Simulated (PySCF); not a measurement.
Solvent effects on NMR parameters

Numbering as in the mapped SMILES `[CH:1]1=[CH:2][O:3][CH2:4][CH2:5][CH2:6]1`; H(Xn) means a hydrogen on atom n.

GIAO PBE0/pcSseg-1 in PySCF 2.14 on one PBE0-D3(BJ)/def2-SVP conformer, non-relativistic, equivalent nuclei averaged. Solvents enter as an IEF-PCM continuum (cyclohexane with ε = 2.0, dimethylsulfoxide with ε = 46.8) around the gas-phase geometry. Shifts are referred to TMS computed in the same medium.

Gas phase, δ in ppm: C2 152.3, C1 103.6, C4 65.8, C5 24.2, C6 22.6, H(C2) 6.40, H(C1) 4.60, H(C4) 3.81, H(C6) 1.98, H(C5) 1.58. Dipole moment 1.32 D.

(1) How does each δ change in the continuum?

(2) Which of the listed nuclei move most (in ppm), and what does the model miss? (N and O are left out, as their reference compounds move with the solvent too.)

## Answers

(1) 
```json
{"atoms": "C2", "environment": "alkene carbon bearing oxygen", "Δδ, cyclohexane": "+0.1", "Δδ, dimethylsulfoxide": "+0.3"}
{"atoms": "C1", "environment": "β carbon of an enol-ether or enamine type C=C", "Δδ, cyclohexane": "+1.0", "Δδ, dimethylsulfoxide": "+2.9"}
{"atoms": "C4", "environment": "sp3 CH2 bonded to O", "Δδ, cyclohexane": "+0.4", "Δδ, dimethylsulfoxide": "+1.2"}
{"atoms": "C5", "environment": "sp3 CH2 in a ring", "Δδ, cyclohexane": "+0.1", "Δδ, dimethylsulfoxide": "+0.5"}
{"atoms": "C6", "environment": "allylic sp3 CH2", "Δδ, cyclohexane": "+0.1", "Δδ, dimethylsulfoxide": "+0.5"}
{"atoms": "H(C2)", "environment": "hydrogen on an alkene carbon bearing oxygen", "Δδ, cyclohexane": "+0.05", "Δδ, dimethylsulfoxide": "+0.11"}
{"atoms": "H(C1)", "environment": "hydrogen on a β carbon of an enol-ether or enamine type C=C", "Δδ, cyclohexane": "+0.08", "Δδ, dimethylsulfoxide": "+0.21"}
{"atoms": "H(C4)", "environment": "hydrogen on an sp3 CH2 bonded to O", "Δδ, cyclohexane": "+0.04", "Δδ, dimethylsulfoxide": "+0.11"}
{"atoms": "H(C6)", "environment": "hydrogen on an allylic sp3 CH2", "Δδ, cyclohexane": "+0.02", "Δδ, dimethylsulfoxide": "+0.05"}
{"atoms": "H(C5)", "environment": "hydrogen on an sp3 CH2 in a ring", "Δδ, cyclohexane": "+0.04", "Δδ, dimethylsulfoxide": "+0.09"}
```

Changes are relative to the gas phase. The dipole moment becomes 1.48 D in cyclohexane, 1.76 D in dimethylsulfoxide.

(2) C1 (β carbon of an enol-ether or enamine type C=C, +2.9 ppm) in dimethylsulfoxide. A continuum only polarises the solute; specific hydrogen bonds, the anisotropy of aromatic solvents and changes of geometry or conformer are outside it.
